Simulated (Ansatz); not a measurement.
This geometry of C2H6B (9 atoms, charge 0, multiplicity 2) is a first-order saddle point.

The calculation used UKS CAM-B3LYP/6-31G* in Ansatz 0.2.0.

```xyz
9
Properties=species:S:1:pos:R:3
B -1.387 0.816 -0.358
C 0.058 0.270 -0.381
C 0.506 -0.741 0.695
H -1.890 1.542 -1.167
H 0.260 -0.110 -1.394
H 0.670 1.189 -0.334
H 1.301 -0.334 1.327
H 0.892 -1.660 0.245
H -0.322 -1.019 1.351
```

**Question.** Which two structures does it join? (They come from a converged band through this point; their orientation in space is the band's.)

**Answer.** No bond is made or broken. The dihedral B1–C2–C3–H7 goes from -180 to -59°. The two ends are copies of one structure, up to a mirror image or an exchange of like atoms.

Initial state:

```xyz
9
Properties=species:S:1:pos:R:3
B -1.426 0.519 -0.619
C 0.080 0.351 -0.307
C 0.504 -0.731 0.690
H -1.915 1.310 -1.373
H 0.584 0.203 -1.277
H 0.437 1.342 0.023
H 1.590 -0.752 0.829
H 0.191 -1.723 0.349
H 0.044 -0.566 1.669
```

Final state:

```xyz
9
Properties=species:S:1:pos:R:3
B -1.300 0.962 -0.263
C 0.037 0.200 -0.428
C 0.513 -0.699 0.717
H -1.808 1.692 -1.064
H -0.046 -0.376 -1.365
H 0.797 0.966 -0.661
H 0.643 -0.125 1.639
H 1.469 -1.180 0.484
H -0.216 -1.487 0.925
```

**Question.** How far does it lie above each of them?

**Answer.** 0.102 eV above the first and 0.102 eV above the second. This is the barrier of this one path; another mechanism may lie lower.

Run time: 7.9 min on 1 thread of AMD EPYC (Zen 3) (shared host), peak memory 0.16 GiB.
